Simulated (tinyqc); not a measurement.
Inside a calculation (part 2 of 2). Method: RHF in the sto-6g basis, for OH-, spin multiplicity 1. The basis has no diffuse functions, so it cannot describe the extra electron: this is an exercise in the method, not the real anion. Computed by tinyqc, a small Python program that keeps every step (integrals from PySCF). Command: `OMP_NUM_THREADS=1 python tinyqc.py 23258 23259 out.jsonl` (the two numbers bound the seeds that draw the settings). One thread of a shared host (Intel(R) Xeon(R) Processor @ 2.60GHz), about 0.08 s of CPU time with the checks.

Geometry (angstrom):
```
atom         x         y         z
O     0.000000  0.000000  0.000000
H     0.000000  0.000000  1.224000
```

## Populations, bond orders and dipole

D after iteration 17, lower triangle:
```
            1O 1s      1O 2s    1O 2px    1O 2py    1O 2pz     2H 1s
1O 1s    2.111525
1O 2s   -0.487097   2.152913
1O 2px   0.000000   0.000000  2.000000
1O 2py   0.000000   0.000000  0.000000  2.000000
1O 2pz   0.074253  -0.393046  0.000000  0.000000  0.481663
2H 1s    0.023463  -0.280950  0.000000  0.000000  0.747702  1.219943
```

overlap S, lower triangle:
```
           1O 1s     1O 2s    1O 2px    1O 2py    1O 2pz     2H 1s
1O 1s   1.000000
1O 2s   0.231145  1.000000
1O 2px  0.000000  0.000000  1.000000
1O 2py  0.000000  0.000000  0.000000  1.000000
1O 2pz  0.000000  0.000000  0.000000  0.000000  1.000000
2H 1s   0.029956  0.320713  0.000000  0.000000  0.292857  1.000000
```

Mulliken: Z minus the diagonal of D S on the atom; Loewdin: the same with S^(1/2) D S^(1/2); Mayer order: 2 sum_s sum (D(s) S)_ij (D(s) S)_ji over the two atoms.

Charges (e):
```
atom   Mulliken    Loewdin
1O    -0.650489  -0.662594
2H    -0.349511  -0.337406
```

Mayer bond orders:
```
pair     order
2-1   0.877842
```

dipole moment about the origin, x y z (debye): 0.000000  0.000000  -1.455437
